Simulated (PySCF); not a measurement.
## How well do the runs reproduce experiment for oxetane?

**Experimental background.**

From NIST CCCBDB Release 22 (SRD 101), experimental dipoles, for the gas: dipole moment (microwave Stark effect) 1.94 D.

The results are set against them at the end.

Species: oxetane, C₃H₆O.
Atom-mapped SMILES: `[CH2:1]1[CH2:2][O:3][CH2:4]1` (hydrogens: H5, H6 on C1; H7, H8 on C2; H9, H10 on C4)

Geometry (GFN2-xTB, Å), atoms numbered from 1 in this order:
```xyz
10
C3H6O angstrom
C     -0.084    0.625   -0.486
C      1.062   -0.197    0.109
O      0.144   -1.043    0.806
C     -0.988   -0.332    0.297
H     -0.123    1.662   -0.165
H     -0.181    0.569   -1.567
H      1.664   -0.761   -0.610
H      1.723    0.337    0.798
H     -1.575    0.121    1.101
H     -1.632   -0.977   -0.306
```

The PySCF runs (gas phase, on this GFN2-xTB geometry; no spin–orbit coupling):

| level | job | basis functions | wall time |
| --- | --- | --- | --- |
| PBE0/pcSseg-1 | shieldings, ring-centre shieldings, charges and field gradients | 98 | 4.3 s |
| B3LYP/pcJ-1 | spin–spin couplings from 9 perturbed nuclei, spin–dipole term left out | 168 | 6.6 s |

Hardware: one thread, x86-64 server, shared host.

## Comparison

**Dipole moment.** Measured: 1.94 D (NIST CCCBDB Release 22 (SRD 101), experimental dipoles).

```json
{"level": "PBE0/pcSseg-1", "computed (D)": "2.05", "computed − measured (D)": "+0.11", "% (from the printed values)": "+6"}
{"level": "B3LYP/pcJ-1", "computed (D)": "2.03", "computed − measured (D)": "+0.09", "% (from the printed values)": "+5"}
```

Closest is B3LYP/pcJ-1 (+0.09 D), furthest PBE0/pcSseg-1 (+0.11 D); one molecule doesn't rank methods. The computed dipoles belong to one fixed geometry; measured ones are averaged over vibrations unless marked μe. Magnitudes are compared, not signs.

No measured geometry was used, and the causes of the misses weren't examined.
